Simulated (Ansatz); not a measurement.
Scandium, hcp: convergence with Methfessel-Paxton smearing

Computed with Ansatz, r²SCAN, scalar-relativistic PAW, on the relaxed cell (a = 3.328 Å, c = 5.212 Å (c/a = 1.566); spin not included). Errors count from a run at 500 eV on a Γ-centred 18×18×10 mesh with Fermi-Dirac smearing of 0.1 eV, extrapolated to zero width. Fixed here: cutoff 500 eV, mesh 11×11×6. The SCF starts from atomic densities corrected by a trained network.

```tsv
width (eV)	E(σ→0) error (meV/atom)	F error (meV/atom)	P (GPa)	SCF iterations
0.01	1.7	1.7	-0.29	6
0.03	1.7	1.8	-0.28	6
0.1	1.8	1.8	-0.24	6
0.2	2.0	1.3	-0.19	6
0.3	1.4	-0.7	-0.16	6
0.6	-6.4	-14.5	-0.03	6
1.0	-24.7	-29.2	-0.10	6
```
